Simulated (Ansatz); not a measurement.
Two structures of CH7BS, closed shell, reached by relaxing down either side of one saddle point (PBE0-D4/def2-TZVP). Energies are electronic, without zero-point energy. Ansatz 0.2.0; basis: def2-TZVPP and def2-QZVPP; cores frozen in the correlated methods. Extrapolation: Hartree–Fock as exp(−7.88 √X), correlation as X^−2.97. First:

```
atom    x (Å)    y (Å)    z (Å)
  B1  -0.7385   0.0455  -0.3895
  C2   0.7834   0.0945  -0.8656
  H3  -1.3883  -0.9294  -0.7032
  H4  -1.3839   1.0679  -0.4833
  H5   0.0377   0.7477   2.0500
  S6  -0.8356  -0.1746   1.6010
  H7   0.8102   0.2108  -1.9546
  H8   1.3445   0.9393  -0.4508
  H9   1.3427  -0.8200  -0.6388
 H10   0.0280  -1.1817   1.8348
```

Second:

```xyz
10
angstrom
B -1.6834 -0.2943 0.2689
C 1.5520 0.4913 -0.7975
H -1.4639 -1.3203 -0.2928
H -2.0587 0.6836 -0.2992
H 1.4451 0.8790 0.2151
S -1.4818 -0.1383 2.0160
H 0.7203 0.8399 -1.4100
H 2.4893 0.8444 -1.2267
H 1.5528 -0.5983 -0.7714
H -1.0715 -1.3870 2.2976
```

**Question.** Which bonds change from the first to the second?

**Answer.** CH₅B ([BH2][CH3]) + H₂S → BH₃S ([BH2][SH]) + CH₄; bonds formed: C2–H5; dative contacts that become bonds: B1–S6; bonds broken: B1–C2, H5–S6.

**Question.** Give the saddle point's structure and its height above each. (An estimate is asked for; the value comes from the calculation.)

**Answer.** By the calculation: 24.57 kcal/mol above the first and 40.62 kcal/mol above the second (CCSD(T) at an estimated basis limit (MP2 extrapolated from triple and quadruple zeta, plus CCSD(T) − MP2 in triple zeta)).
```
10
angstrom
B -0.7965 0.0200 -0.2029
C 0.8651 0.2122 -0.6605
H -1.1721 -1.0500 -0.5731
H -1.3796 1.0197 -0.5015
H 0.2590 0.2030 0.6680
S -0.8558 0.0582 1.8330
H 0.6571 0.2530 -1.7318
H 1.3831 1.1388 -0.3996
H 1.5204 -0.6407 -0.4758
H -0.4807 -1.2141 2.0442
```

The T1 diagnostic stays at or below 0.013.

Labels in which every atom is bracketed show which atoms are joined, not bond orders.

For scale, one of the runs: CCSD(T)/def2-TZVPP, 202 basis functions (an equivalent command: `ansatz run in.yaml --threads 2`). Hardware: 2 CPU threads, shared host. Wall time 33 s; peak host memory 2.7 GiB.
